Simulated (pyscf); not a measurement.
Single points on ωB97X-D3(BJ)/def2-SVP structures (PySCF, gas phase).

For the elementary gas-phase step hydrogen chloride (HCl) + H₂N–GeH₂–Cl → Cl–GeH₂–Cl + ammonia (NH₃) (singlet surface; Cl–H, Ge–N broken, Cl–Ge, H–N formed), what barrier and reaction energy does ωB97M-D3(BJ)/def2-TZVP give, measured from the separated reactants?

ΔE‡ = -3.1 kcal/mol, ΔE = -13.5 kcal/mol. Zero-point energy shifts the barrier by +0.9 kcal/mol. It is a four-centre exchange, with an imaginary mode of 617i cm⁻¹. On the reactant side the descent ends in a complex, 7.4 kcal/mol under the separated species and 2.9 kcal/mol under the saddle at ωB97X-D3(BJ)/def2-TZVP. On the product side the descent ends in an adduct with a Ge–N contact, 0.9 kcal/mol under the separated species and 11.3 kcal/mol under the saddle at ωB97X-D3(BJ)/def2-TZVP. At ωB97M-D3(BJ) the saddle lies under the separated reactants, which points to a path from their complex (located at ωB97X-D3(BJ) alone). What is counted as broken (Ge–N) persists as a longer contact in the product adduct; parting that adduct is a step of its own. This is the saddle that the search found; another between the same sides may lie lower. Elements up to Kr have no core potential and no relativistic terms here.
